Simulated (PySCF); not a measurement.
Molecule: `C=C(C)CCF`, C₅H₉F.

Geometry (Å), atoms numbered from 1 in this order:
```xyz
15

C    -0.958    1.556   -0.243
C    -0.598    0.342    0.140
C    -1.490   -0.852    0.010
C     0.772    0.076    0.711
C     1.761   -0.356   -0.371
F     1.473   -1.619   -0.830
H    -0.301    2.404   -0.139
H    -1.924    1.754   -0.674
H    -2.422   -0.594   -0.485
H    -1.717   -1.257    0.997
H    -0.989   -1.633   -0.559
H     1.169    0.982    1.170
H     0.720   -0.710    1.467
H     2.783   -0.397    0.021
H     1.715    0.311   -1.238
```

Frames of a GFN2-xTB Langevin trajectory at 300 K; GIAO PBE0/pcSseg-1 shieldings in PySCF 2.14.0 with density-fitted response routines, gas phase, non-relativistic; equivalent atoms averaged within each frame.

Scale: 13C (σ = 186.93 ppm), 1H (σ = 31.72 ppm) vs TMS; 19F (σ = 170.95 ppm) vs CFCl3 (reference shieldings calculated alike). The references are static minima.

**Question.** How do the shifts (ppm) fluctuate along the trajectory?

**Answer.** 
| time (fs) | C2 | C1 | C5 | C4 | C3 | F6 | H8 | H7 | H14/H15 | H12/H13 |
| --- | --- | --- | --- | --- | --- | --- | --- | --- | --- | --- |
| optimised geometry | 157.6 | 117.0 | 92.7 | 43.9 | 28.1 | -241.9 | 5.21 | 5.02 | 4.87 | 2.22 |
| 250 | 161.2 | 123.8 | 83.5 | 44.0 | 23.8 | -226.1 | 5.37 | 4.75 | 4.72 | 3.04 |
| 425 | 156.3 | 110.5 | 85.4 | 57.8 | 20.2 | -251.4 | 4.46 | 3.90 | 4.71 | 3.06 |
| 625 | 171.2 | 123.8 | 100.9 | 50.9 | 29.2 | -221.4 | 6.99 | 5.94 | 4.95 | 2.73 |
| 800 | 157.7 | 121.2 | 90.2 | 39.7 | 29.1 | -238.1 | 5.88 | 5.46 | 4.70 | 1.42 |
| 1000 | 152.1 | 119.4 | 84.0 | 45.1 | 28.3 | -246.6 | 6.03 | 5.38 | 4.72 | 2.63 |
| mean of frames | 159.7 | 119.7 | 88.8 | 47.5 | 26.1 | -236.7 | 5.74 | 5.09 | 4.76 | 2.58 |
| standard deviation | 7.2 | 5.5 | 7.3 | 7.0 | 4.0 | 12.9 | 0.93 | 0.78 | 0.11 | 0.67 |

5 frames give an uncertainty of the mean of about the standard deviation over 2.2 at best, since frames this close in time may not be independent; classical motion lacks zero-point vibration, and the reference would need the same averaging.
